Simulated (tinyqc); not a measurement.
Worked calculation: harmonic frequencies on the UHF/sto-6g surface (energies and gradients from PySCF), for CH, spin multiplicity 4. Computed by tinyqc, a small Python program that keeps every step (integrals from PySCF). Settings: charge = 0, multiplicity = 4, basis = sto-6g, delta = 0.01. Command: `OMP_NUM_THREADS=1 python tinyqc.py 30318 30319 out.jsonl` (the two numbers bound the seeds that draw the settings). One thread of a shared host (Intel(R) Xeon(R) Processor @ 2.60GHz), about 2 s of CPU time with the checks.

## One row of the Hessian: 1Cz

optimised positions (bohr):
```
           x         y         z
1C  0.000000  0.000000  0.137153
2H  0.000000  0.000000  2.164534
```

gradient at +delta (hartree/bohr):
```
             x           y            z
1C  0.00000000  0.00000000   0.00496304
2H  0.00000000  0.00000000  -0.00496304
```

gradient at -delta (hartree/bohr):
```
             x           y            z
1C  0.00000000  0.00000000  -0.00481249
2H  0.00000000  0.00000000   0.00481249
```

Displace 1Cz by +/-0.01 bohr; H(k, :) = (g(+) - g(-)) / (2 delta).

row of the Hessian (hartree/bohr^2): 1Cx 0.00000000, 1Cy 0.00000000, 1Cz 0.48877633, 2Hx 0.00000000, 2Hy 0.00000000, 2Hz -0.48877633

## Hessian by finite differences

All rows are made in the same way, and the matrix is symmetrised.

Hessian (symmetrised) (hartree/bohr^2), lower triangle:
```
             1Cx          1Cy          1Cz         2Hx         2Hy         2Hz
1Cx   0.00000164
1Cy   0.00000000   0.00000164
1Cz   0.00000000   0.00000000   0.48877633
2Hx  -0.00000164   0.00000000   0.00000000  0.00000164
2Hy   0.00000000  -0.00000164   0.00000000  0.00000000  0.00000164
2Hz   0.00000000   0.00000000  -0.48877633  0.00000000  0.00000000  0.48877633
```

## Normal modes

masses (u): 1C 12.000000, 2H 1.007825

Diagonalise H_ij / sqrt(m_i m_j); the 5 smallest eigenvalues belong to translations and rotations; wavenumber = sqrt(eigenvalue / 1822.888) x 219474.63; each mode has its largest component positive (the first on a tie); zero-point energy = sum of wavenumbers / 2, with 349.755 1/cm per kcal/mol.

eigenvalues of the mass-weighted Hessian (hartree/(bohr^2 u)): 0.000000  0.000000  0.000000  0.000002  0.000002  0.525713

harmonic wavenumbers of the vibrations (1/cm): 3727.2

mass-weighted modes:
```
        mode 1
1Cx   0.000000
1Cy   0.000000
1Cz  -0.278349
2Hx   0.000000
2Hy   0.000000
2Hz   0.960480
```

zero-point energy = 5.328249 kcal/mol
